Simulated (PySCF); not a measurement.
## `C#CC(=O)[S-]`, [C₃HOS]-, charge -1

Cartesian coordinates in Å; atom numbers follow the order of the lines, from 1:
```xyz
6

C     1.567   -0.407    0.323
C     0.384   -0.132    0.213
C    -1.068    0.140    0.106
O    -1.839   -0.724    0.523
S    -1.411    1.657   -0.606
H     2.620   -0.599    0.396
```

Total charge -1.

Method: GIAO PBE/aug-pcSseg-1 magnetisability, rotational g tensor and spin-rotation constants, non-relativistic, gas phase in PySCF 2.14.0. Geometry: PBE0-D3(BJ)/def2-SVP.

For an ion the centre-of-mass motion in the field is neglected.

Problem. What are the magnetisability and the molar susceptibility?

Solution. Isotropic -753 × 10⁻³⁰ J/T², or -45.4 × 10⁻⁶ cm³/mol; principal values -844, -803, -613 × 10⁻³⁰ J/T², anisotropy 213 × 10⁻³⁰ J/T² (root of half the summed squared differences of the principal values). The susceptibility is in cgs units.

Problem. Split it along the inertial axes a, b, c into diamagnetic and paramagnetic parts about the centre of mass, with the quadrupole moment.

Solution. 
```tsv
axis	χ (10⁻⁶ cm³/mol)	diamagnetic (10⁻⁶ cm³/mol)	paramagnetic (10⁻⁶ cm³/mol)	summed x² of all electrons (Å²)	quadrupole Θ (D Å)
a	-50.3	-229.6	179.2	94.2	-2.46
b	-37.4	-435.6	398.2	45.7	-5.14
c	-48.4	-593.4	545.0	8.5	+7.61
```
Anisotropies 2χaa − χbb − χcc = -14.9 and 2χbb − χaa − χcc = +23.8 × 10⁻⁶ cm³/mol. Θ is traceless in Buckingham's convention.

Problem. And the rotational g tensor?

Solution. 
```tsv
axis	rotational constant (GHz)	g	nuclear part	electronic part
a	7.2683	-0.0989	0.5131	-0.6121
b	3.2056	-0.0607	0.5390	-0.5997
c	2.2245	-0.0385	0.5311	-0.5696
```
Asymmetric top; isotopes 12C, 1H, 16O, 32S; no vibrational averaging.
